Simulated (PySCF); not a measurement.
Spin states of NH⁺

Unrestricted PBE0; PySCF, no relativity, basis sets H def2-TZVPPD, N def2-TZVPPD. Outer shells of the fragments: N 2s2 2p3.

Followed along the bond (rough minima from three points):

```tsv
2Ms+1	unpaired	⟨S²⟩ at the start	R at minimum (Å)	Te (eV)
4	σ ↑, π ↑↑	3.75	1.10	0.00
2	π ↑	0.75	1.08	0.12
2	σ ↓, π ↑↑	1.77	none in the scan	≤ 1.42
2	σ ↑, π ↑↓	1.76	none in the scan	≤ 1.44
```

Solutions found at the starting distance of 1.075 Å, counted from the lowest of them; the search is not exhaustive and high or unbound solutions are not listed, so other states can lie among these:

| 2Ms+1 | unpaired | term | E (eV) | ⟨S²⟩ | ⟨Lz²⟩ | μ (D) |
| --- | --- | --- | --- | --- | --- | --- |
| 4 | σ ↑, π ↑↑ | ⁴Σ⁻ | 0.00 | 3.75 | 0.00 | -1.65 |
| 2 | π ↑ | ²Π | 0.11 | 0.75 | 1.00 | -2.02 |
| 2 | σ ↑, π ↑↓ | mixed | 1.48 | 1.76 | 2.01 | -1.82 |
| 2 | σ ↓, π ↑↑ | mixed | 1.52 | 1.77 | 0.00 | -1.93 |
| 2 | σ ↑ | mixed | 3.55 | 0.75 | 2.00 | -1.82 |
| 2 | π ↑ | ²Π | 7.34 | 0.77 | 1.00 | -1.82 |

A term symbol is given only where ⟨S²⟩ and ⟨Lz²⟩ are close to those of a pure state; the other rows mix spins, or terms through real π, δ and φ orbitals. A positive dipole points towards N; it is taken about the centre of mass and depends on that origin.

Counting both spins, an empty level lies below a filled one in some of these solutions, because spin and occupation are held.
